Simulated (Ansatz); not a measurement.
C2H6O3 (`OCOCO`). Charge 0, multiplicity 1.

```xyz
11

O    -0.437   -0.921   -1.572
C    -1.046   -0.043   -0.679
O    -0.187    0.970   -0.213
C     0.968    0.511    0.421
O     0.708   -0.301    1.531
H    -0.067   -1.658   -1.081
H    -1.833    0.485   -1.218
H    -1.472   -0.589    0.171
H     1.573   -0.100   -0.255
H     1.522    1.414    0.693
H     0.272    0.234    2.201
```

Question: Give the diagnostics of a CCSD(T)/def2-TZVPP run (frozen core, Ansatz 0.2.0). (Best estimate.)

Answer: The calculation gave: T1 = 0.0115, largest single amplitude 0.017, largest double 0.010, (T) share of the correlation energy 3.6 %, 9 CCSD cycles. The RHF solution is stable towards an unrestricted one. T1 lies under the customary mark of 0.02 for closed shells.
